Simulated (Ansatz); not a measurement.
A nudged elastic band was laid between two geometries of C2H4FN (8 atoms, charge 0, multiplicity 1).

All numbers below come from Ansatz, RKS PBE0-D4/6-31G*.

| Property | Result |
| --- | --- |
| movable images | 5 |
| climbing image | yes |
| spring | 5.0 eV/Å² |
| optimiser | quadratic models (default) |
| start path | through a guess of the saddle point |
| force threshold | 0.05 eV/Å |
| iteration limit | 60 |
| end points | relaxed |

First end point:

```xyz
8
Properties=species:S:1:pos:R:3
N -0.241 1.177 -0.395
C 0.222 0.162 0.436
C 0.347 -1.115 0.084
F -0.073 -1.531 -1.135
H -0.704 0.822 -1.222
H -0.822 1.859 0.075
H 0.573 0.469 1.417
H 0.791 -1.900 0.684
```

Last end point:

```xyz
8
Properties=species:S:1:pos:R:3
N -0.150 1.001 0.036
C 0.115 -0.200 0.966
C 0.228 -1.257 0.163
F 0.118 -1.220 -1.229
H -0.193 0.754 -0.964
H -1.026 1.443 0.308
H 0.583 1.695 0.175
H 0.417 -2.273 0.490
```

**Question.** What changes between the two ends?

**Answer.** Bonds broken: C2–H7. Bonds formed: N1–H7.

**Question.** What energy profile does the band end with?

**Answer.** The run converged. The highest image is number 4 of 0 to 6, 3.80 eV above the first end and 1.16 eV above the last; the last end lies 2.64 eV above the first. Neighbouring images differ by up to 1.8 eV, so the band resolves the path poorly. A vibrational analysis at the climbing image gives one clearly imaginary mode, 1659i cm⁻¹: a first-order saddle point. The orbitals stay closed-shell, which can raise the energy where a bond breaks towards radicals; this wasn't checked here.

```tsv
image	path coordinate (Å)	energy (eV)	C2–H7 (Å)	N1–H7 (Å)
0	0.00	0.00	1.09	2.11
1	0.40	0.07	1.08	2.08
2	0.81	0.80	1.08	1.85
3	1.21	2.55	1.12	1.54
4	1.62	3.80	1.33	1.19
5	2.12	2.95	1.82	1.02
6	2.63	2.64	2.11	1.02
```

**Question.** What is the geometry of the highest image?

**Answer.** 
```xyz
8
Properties=species:S:1:pos:R:3
N -0.245 1.083 -0.127
C 0.136 -0.078 0.791
C 0.280 -1.225 0.139
F -0.095 -1.390 -1.165
H -0.223 0.934 -1.139
H -1.054 1.600 0.201
H 0.622 1.160 0.679
H 0.672 -2.141 0.564
```

The band took 11 iterations and roughly 2.5 core-minutes.

Run time: 2.5 min on 1 thread of Intel(R) Xeon(R) Platinum 8259CL CPU @ 2.50GHz (Skylake/Cascade Lake), on a shared host, peak memory 0.14 GiB.
